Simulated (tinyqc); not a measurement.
Inside a calculation. Method: G0W0 on RHF in the sto-6g basis, for H2O, spin multiplicity 1. One step of it, computed by the program tinyqc.

Task: Screening: direct RPA. With D = e_a - e_i and K = (ia|jb): diagonalise D^(1/2) (D + 4K) D^(1/2) = Z w^2 Z^T; X + Y = D^(1/2) Z w^(-1/2), each column of Z with its largest component positive (the first on a tie); E_c = (sum w - tr (D + 2K)) / 2.

orbital energies (hartree): MO1 -20.527575, MO2 -1.240186, MO3 -0.556577, MO4 -0.467193, MO5 -0.399104, MO6 0.518671, MO7 0.598338

Two-electron integrals over orbitals (pq|rs), unique and non-zero (hartree):
```
p,q,r,s,(pq|rs)
1,1,1,1,4.763021
2,1,1,1,-0.434297
2,1,2,1,0.063990
2,2,1,1,1.028104
2,2,2,1,-0.015390
2,2,2,2,0.728255
3,1,3,1,0.011500
3,2,3,1,0.017490
3,2,3,2,0.134405
3,3,1,1,0.786366
3,3,2,1,-0.004449
3,3,2,2,0.631603
3,3,3,3,0.612376
4,1,1,1,0.185301
4,1,2,1,-0.025070
4,1,2,2,0.014334
4,1,3,3,0.005760
4,1,4,1,0.026730
4,2,1,1,-0.155318
4,2,2,1,0.009373
4,2,2,2,-0.015985
4,2,3,3,0.003069
4,2,4,1,0.017004
4,2,4,2,0.128507
4,3,3,1,-0.003358
4,3,3,2,0.023108
4,3,4,3,0.054176
4,4,1,1,0.947136
4,4,2,1,-0.011770
4,4,2,2,0.662360
4,4,3,3,0.579515
4,4,4,1,-0.009169
4,4,4,2,-0.095548
4,4,4,4,0.717015
5,1,5,1,0.026669
5,2,5,1,0.032812
5,2,5,2,0.148525
5,3,5,3,0.027782
5,4,5,1,-0.012951
5,4,5,2,-0.046998
5,4,5,4,0.051131
5,5,1,1,1.117095
5,5,2,1,-0.011428
5,5,2,2,0.753549
5,5,3,3,0.616767
5,5,4,1,0.004608
5,5,4,2,-0.080850
5,5,4,4,0.697659
5,5,5,5,0.880663
6,1,1,1,-0.214529
6,1,2,1,0.034058
6,1,2,2,-0.001278
6,1,3,3,0.000914
6,1,4,1,0.000963
6,1,4,2,0.021534
6,1,4,4,-0.017203
6,1,5,5,-0.005180
6,1,6,1,0.030269
6,2,1,1,0.287983
6,2,2,1,-0.006671
6,2,2,2,0.138811
6,2,3,3,0.074652
6,2,4,1,0.019042
6,2,4,2,0.027205
6,2,4,4,0.066628
6,2,5,5,0.147387
6,2,6,1,0.010056
6,2,6,2,0.099495
6,3,3,1,0.003250
6,3,3,2,-0.031515
6,3,4,3,-0.032827
6,3,6,3,0.067600
6,4,1,1,0.257482
6,4,2,1,-0.002808
6,4,2,2,0.116845
6,4,3,3,0.049676
6,4,4,1,-0.000053
6,4,4,2,-0.053311
6,4,4,4,0.131059
6,4,5,5,0.142541
6,4,6,1,-0.002247
6,4,6,2,0.058129
6,4,6,4,0.094000
6,5,5,1,0.013507
6,5,5,2,0.052285
6,5,5,4,0.003776
6,5,6,5,0.035651
6,6,1,1,0.814573
6,6,2,1,-0.007774
6,6,2,2,0.611543
6,6,3,3,0.563382
6,6,4,1,0.018954
6,6,4,2,0.048220
6,6,4,4,0.554682
6,6,5,5,0.591468
6,6,6,1,0.009296
6,6,6,2,0.100213
6,6,6,4,0.051919
6,6,6,6,0.598861
7,1,3,1,0.014998
7,1,3,2,0.021626
7,1,4,3,-0.004506
7,1,6,3,0.003815
7,1,7,1,0.019590
7,2,3,1,0.014488
7,2,3,2,0.048846
7,2,4,3,-0.034462
7,2,6,3,0.032530
7,2,7,1,0.018092
7,2,7,2,0.064847
7,3,1,1,0.366254
7,3,2,1,-0.006904
7,3,2,2,0.152504
7,3,3,3,0.090298
7,3,4,1,-0.000640
7,3,4,2,-0.083211
7,3,4,4,0.141159
7,3,5,5,0.196882
7,3,6,1,-0.006131
7,3,6,2,0.070338
7,3,6,4,0.098862
7,3,6,6,0.043694
7,3,7,3,0.160539
7,4,3,1,-0.009080
7,4,3,2,-0.076606
7,4,4,3,-0.010071
7,4,6,3,0.050068
7,4,7,1,-0.011680
7,4,7,2,-0.015416
7,4,7,4,0.073211
7,5,5,3,0.023708
7,5,7,5,0.023902
7,6,3,1,0.007916
7,6,3,2,0.086750
7,6,4,3,0.057657
7,6,6,3,-0.059696
7,6,7,1,0.009848
7,6,7,2,-0.008679
7,6,7,4,-0.061644
7,6,7,6,0.111006
7,7,1,1,0.831140
7,7,2,1,-0.008164
7,7,2,2,0.609635
7,7,3,3,0.592433
7,7,4,1,0.003942
7,7,4,2,-0.012914
7,7,4,4,0.581699
7,7,5,5,0.606297
7,7,6,1,-0.003304
7,7,6,2,0.062629
7,7,6,4,0.043728
7,7,6,6,0.560637
7,7,7,3,0.084176
7,7,7,7,0.598899
```

Give: D^(1/2) (D + 4K) D^(1/2); excitation energies w; X + Y; RPA correlation energy.

Result:

D^(1/2) (D + 4K) D^(1/2) (hartree^2):
```
,1>6,1>7,2>6,2>7,3>6,3>7,4>6,4>7,5>6,5>7
1>6,445.4927,0.0000,0.2447,0.0000,0.0000,-0.1209,-0.0409,0.0000,0.0000,0.0000
1>7,0.0000,447.9597,0.0000,0.4510,0.0727,0.0000,0.0000,-0.2217,0.0000,0.0000
2>6,0.2447,0.0000,3.7936,0.0000,0.0000,0.4010,0.3062,0.0000,0.0000,0.0000
2>7,0.0000,0.4510,0.0000,3.8571,0.1830,0.0000,0.0000,-0.0863,0.0000,0.0000
3>6,0.0000,0.0727,0.0000,0.1830,1.4469,0.0000,0.0000,0.2144,0.0000,0.0000
3>7,-0.1209,0.0000,0.4010,0.0000,0.0000,2.0755,0.4220,0.0000,0.0000,0.0000
4>6,-0.0409,0.0000,0.3062,0.0000,0.0000,0.4220,1.3426,0.0000,0.0000,0.0000
4>7,0.0000,-0.2217,0.0000,-0.0863,0.2144,0.0000,0.0000,1.4474,0.0000,0.0000
5>6,0.0000,0.0000,0.0000,0.0000,0.0000,0.0000,0.0000,0.0000,0.9732,0.0000
5>7,0.0000,0.0000,0.0000,0.0000,0.0000,0.0000,0.0000,0.0000,0.0000,1.0903
```

excitation energies w (hartree): 0.9865  1.0442  1.0701  1.1040  1.2882  1.4574  1.9678  1.9856  21.1067  21.1651

X + Y:
```
,1,2,3,4,5,6,7,8,9,10
1>6,0.0000,0.0000,0.0000,0.0000,0.0000,0.0016,0.0000,-0.0015,0.9986,0.0000
1>7,0.0000,0.0000,0.0000,-0.0017,0.0011,0.0000,-0.0034,0.0000,0.0000,0.9991
2>6,0.0000,0.0000,-0.0590,0.0000,0.0000,-0.3082,0.0000,0.9023,0.0002,0.0000
2>7,0.0000,0.0000,0.0000,-0.0932,-0.0358,0.0000,0.9636,0.0000,0.0000,0.0003
3>6,0.0000,0.0000,0.0000,0.7041,0.6368,0.0000,0.0537,0.0000,0.0000,0.0000
3>7,0.0000,0.0000,-0.4115,0.0000,0.0000,0.7889,0.0000,0.1833,-0.0001,0.0000
4>6,0.0000,0.0000,0.8803,0.0000,0.0000,0.3032,0.0000,0.1070,0.0000,0.0000
4>7,0.0000,0.0000,0.0000,-0.6847,0.6516,0.0000,-0.0213,0.0000,0.0000,-0.0001
5>6,0.9645,0.0000,0.0000,0.0000,0.0000,0.0000,0.0000,0.0000,0.0000,0.0000
5>7,0.0000,0.9774,0.0000,0.0000,0.0000,0.0000,0.0000,0.0000,0.0000,0.0000
```

RPA correlation energy = -0.064501 hartree
